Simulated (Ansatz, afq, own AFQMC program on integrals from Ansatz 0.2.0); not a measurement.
# Ge, triplet → Ge⁺, quartet

A free Ge atom.

E(quartet, charge +1) − E(triplet, charge +0) at this geometry, on UHF and UHF determinants.

Basis cc-pVQZ. Noble-gas cores (and the filled d shells of Ga–Kr and In–Xe) are frozen. Ansatz 0.2.0 and our own AFQMC program on the same integrals; the CISD trial comes from CCSD amplitudes, and released means the phaseless constraint is let go. Error bars are statistical, one sigma. No spin–orbit coupling. The errors of all members are added in quadrature.

Full CI on the same integrals is exact in this basis and with this determinant's frozen core.

Errors are counted within cc-pVQZ, not against nature.

Cautions: inner d shell frozen; no relativity below Rb; no spin-orbit coupling; Ge (triplet): the released energies have errors that jump between times, so the bars are unsure, so no released level is given (meV from the phaseless value at times in 1/Eh: -6 ± 5 at 0.24, -1.3 ± 0.9 at 0.51, -2.5 ± 0.7 at 0.99, -4.5 ± 1.2 at 1.62, -4.8 ± 0.8 at 2.40), though the last usable value meets full CI within the noise; Ge⁺ (quartet): another spin lies lower; this isn't the first ionization.

```csv
level,vertical ionization energy (kcal/mol)
CCSD,309.6
MP2,303.4
```

**Question.** From these cheaper values, estimate the vertical ionization energy at the reference level in cc-pVQZ.

**Answer.** 311.2 kcal/mol (full CI in cc-pVQZ).

| level | vertical ionization energy (kcal/mol) | error against FCI (kcal/mol) |
| --- | --- | --- |
| HF | 275.4 | -35.8 |
| CCSD(T) | 310.9 | -0.3 |
| ph-AFQMC/HF | 309.7 ± 0.3 | -1.5 ± 0.3 |
| ph-AFQMC/CISD | 311.1 ± 0.03 | -0.1 ± 0.03 |

Correlation beyond CCSD(T) adds 0.3 kcal/mol. The perturbative (T) step is worth +1.3 kcal/mol.

A walk keeps the symmetry of its determinant, which the program's search chose and which needn't be the lowest solution, so a lower state of the same spin and another symmetry isn't excluded.
